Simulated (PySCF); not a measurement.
# The bond of BS, level by level

An exercise on one series of results from a longer session: the logs are not shown, and one member is left open.

Computed with PySCF 2.14.0. Level: B pcseg-1, S pcseg-1, no relativity.

The first run:

The job is set up so:

```json
{
 "atoms": "B, S",
 "charge": "0",
 "basis": "B pcseg-1, S pcseg-1",
 "Hamiltonian": "no relativity",
 "basis functions": "32",
 "electrons treated": "21",
 "masses in u": "11.0093, 31.9721",
 "levels": "PBE0, PBE, r²SCAN, M06-2X, BP86, LDA, HF, MP2, SCS-MP2, CCSD, CCSD(T)",
 "grid": "80 radial by 434 angular points",
 "occupations": "held fixed by the projection of orbital angular momentum",
 "dissociation limit": "B + S, each in its ground configuration",
 "starting distance in angstrom": "1.800",
 "values of 2S to try": "1, 3"
}
```

Run with:

```bash
> OMP_NUM_THREADS=1 python dia.py task.json out
```

Steps of the session up to this table: Input; PBE0 along the bond; Other states along the same grid; PBE (GGA); r²SCAN (meta-GGA); M06-2X (hybrid meta-GGA); BP86 (GGA); LDA; ROHF; MP2 and coupled cluster.

One of the session's tables, all rows but one given; the rest of the session is left out.

Energy (eV) from each level's lowest point:

```
R (Å)   ROHF  ROHF-MP2  ROHF-SCS-MP2  ROHF-CCSD  ROHF-CCSD(T)
1.391  1.523     1.713         1.709        n/a           n/a
1.456  0.645     0.781         0.779      0.777         0.830
1.521      ?         ?             ?          ?             ?
1.569  0.018     0.059         0.059      0.058         0.076
1.618  0.000     0.000         0.000      0.000         0.000
1.667  0.087     0.047         0.046      0.047         0.028
1.731  0.325     0.234         0.233      0.232         0.188
1.812  0.757     0.611         0.606      0.598         0.523
1.909  1.380     1.194         1.178      1.147         1.039
2.039  2.246     2.085         2.038        n/a           n/a
```

**Question.** Estimate the row for R (Å) = 1.521.

Worked estimate for «ROHF». A straight line through the neighbours (1.456, 0.645) and (1.569, 0.018) gives 0.645 + (0.018 − 0.645) × (1.521 − 1.456) / (1.569 − 1.456) = 0.284; a parabola fitted to 4 rows on both sides gives 0.155.

As computed: ROHF: 0.171; ROHF-MP2: 0.253; ROHF-SCS-MP2: 0.252; ROHF-CCSD: 0.251; ROHF-CCSD(T): 0.284. In «ROHF» the line misses by +0.113 and the parabola by -0.016.

Caveats from the session: Lowest PBE0 solution found, without spin–orbit coupling: ²Σ⁺ (doublet), unpaired electrons σ ↑. Warnings in the runs' records: inverted.
